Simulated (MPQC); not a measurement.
# NOF (nitrosyl fluoride) at PBE/def2-TZVPP

Aim: the vertical ionisation energy of NOF (nitrosyl fluoride) at PBE/def2-TZVPP, from 2 runs. 

Program for the calculation: MPQC 2.3.1.

8 further runs of the same task are left out: 2 that didn't finish, 6 set aside as unsound or not needed.

## Step 1: Starting point

NOF: 3 atoms, total charge 0, spin state singlet. SMILES: `O=NF`. The shape is that of a PBE0-D4/def2-TZVP optimisation.

Bond lengths: O1–N2 1.127 Å, N2–F3 1.483 Å. Angles: O1–N2–F3 110.4°.

## Step 2: The energy at PBE/def2-TZVPP

Input file input.in:

```
% FNO
molecule<Molecule>: (
  symmetry = c1
  unit = angstrom
  { atoms geometry } = {
    O  [ 0.868350       0.242970       0.504740 ]
    N  [ 0.148930      -0.482540       0.029910 ]
    F  [ -1.017290       0.239580      -0.534650 ]
  }
)
basis<GaussianBasisSet>: (
  name = "def2-TZVPP"
  molecule = $:molecule
  basisdir = "."
  puream = yes
)
mpqc: (
  checkpoint = no
  savestate = no
  restart = no
  do_energy = yes
  do_gradient = no
  optimize = no
  mole<CLKS>: (
    molecule = $:molecule
    basis = $:basis
    total_charge = 0
    memory = 1000000000
    print_evals = yes
    print_npa = yes
    maxiter = 120
    value_accuracy = 1e-08
    functional<StdDenFunctional>: ( name = "PBE" )
    integrator<RadialAngularIntegrator>: ( grid = xfine )
    guess_wavefunction<CLHF>: (
      molecule = $:molecule
      total_charge = 0
      memory = 1000000000
      value_accuracy = 1e-3
      basis<GaussianBasisSet>: (
        name = "STO-2G"
        molecule = $:molecule
      )
    )
  )
)
```

The basis set def2-TZVPP is read from a file made from the Basis Set Exchange's data (not shown).

Started as:

```sh
$ mpqc input.in > input.out
```

The log of the run:

```text
MPQC: Massively Parallel Quantum Chemistry
[...]
  Integrated electron density error = -0.000606799533
  iter     1 energy = -228.6015363097 delta = 6.82054e-02
  Integrated electron density error = -0.000076480305
  iter     2 energy = -229.5729602036 delta = 4.33186e-02
[...]
  Integrated electron density error = 0.000000149068
  iter    13 energy = -229.6072339693 delta = 6.03334e-07
  Integrated electron density error = 0.000000149069
  iter    14 energy = -229.6072339694 delta = 9.92911e-08
  Integrated electron density error = 0.000000149068
  iter    15 energy = -229.6072339694 delta = 9.78105e-08
  Integrated electron density error = 0.000000149069
  iter    16 energy = -229.6072339694 delta = 4.65324e-08
[...]
  LUMO is    13   A =  -0.163758
  total scf energy = -229.6072339694
Value of the MolecularEnergy: -229.6072339694
[...]
        symmetry = c1
[...]
```

Run time: 34 s. Hardware: 1 thread of Arm Neoverse V1, shared host; peak memory 0.5 GiB.

## Step 3: The doublet cation at the same level

Input file input.in:

```
molecule<Molecule>: (
    symmetry = c1
    unit = angstrom
    { atoms geometry } = {
        O  [ 0.868350 0.242970 0.504740 ]
        N  [ 0.148930 -0.482540 0.029910 ]
        F  [ -1.017290 0.239580 -0.534650 ]
    }
)
basis<GaussianBasisSet>: (
    name = "def2-TZVPP"
    molecule = $:molecule
    basisdir = "."
    puream = yes
)
mpqc: (
    checkpoint = no
    savestate = no
    restart = no
    do_energy = yes
    do_gradient = no
    optimize = no
    mole<UKS>: (
        molecule = $:molecule
        basis = $:basis
        total_charge = 1
        multiplicity = 2
        memory = 1000000000
        print_evals = yes
        print_npa = yes
        maxiter = 120
        value_accuracy = 1e-08
        functional<StdDenFunctional>: ( name = "PBE" )
        integrator<RadialAngularIntegrator>: ( grid = xfine )
        guess_wavefunction<HSOSHF>: (
            molecule = $:molecule
            total_charge = 1
            multiplicity = 2
            memory = 1000000000
            value_accuracy = 1e-3
            basis<GaussianBasisSet>: (
                name = "STO-3G"
                molecule = $:molecule
            )
            guess_wavefunction<ExtendedHuckelWfn>: (
                molecule = $:molecule
                total_charge = 1
                multiplicity = 2
                basis<GaussianBasisSet>: (
                    name = "STO-3G"
                    molecule = $:molecule
                )
            )
        )
    )
)
```

The basis set def2-TZVPP is read from a file made from the Basis Set Exchange's data (not shown).

Started as:

```sh
$ mpqc -o input.out input.in
```

The log of the run:

```text
MPQC: Massively Parallel Quantum Chemistry
[...]
  Integrated electron density error = -0.000317778774
  iter     1 energy = -228.5851321474 delta = 5.56349e-02
  Integrated electron density error = -0.000537077091
  iter     2 energy = -229.0952284822 delta = 2.09496e-02
[...]
  Integrated electron density error = 0.000000154107
  iter    67 energy = -229.1355869734 delta = 1.16458e-08
  Integrated electron density error = 0.000000154107
  iter    68 energy = -229.1355869734 delta = 1.95006e-08
  Integrated electron density error = 0.000000154107
  iter    69 energy = -229.1355869734 delta = 1.07398e-08
  Integrated electron density error = 0.000000154107
  iter    70 energy = -229.1355869734 delta = 1.95195e-08
[...]
  <S^2>      = 0.754890
  total scf energy = -229.1355869734
Value of the MolecularEnergy: -229.1355869734
[...]
        symmetry = c1
[...]
        nbasis = 93
[...]
      nalpha = 12
      nbeta = 11
[...]
```

Wall time 4.4 min (1 thread of Arm Neoverse V1, shared host); peak memory 0.51 GiB.

## Step 4: Results

At PBE/def2-TZVPP:

| quantity | value |
| --- | --- |
| singlet NOF: total energy | -229.60723 Eh |
| singlet NOF: HOMO energy | -8.10 eV |
| singlet NOF: LUMO energy | -4.46 eV |
| singlet NOF: HOMO–LUMO gap | 3.64 eV |
| doublet cation: total energy | -229.13559 Eh |
| doublet cation: ⟨S²⟩ | 0.755 |
| vertical ionisation energy (to the doublet cation) | 12.834 eV |

In words: The vertical ionisation energy comes to 12.83 eV (296 kcal/mol). −ε(HOMO) before ionisation, 8.10 eV, is 4.74 eV below this ionisation energy.
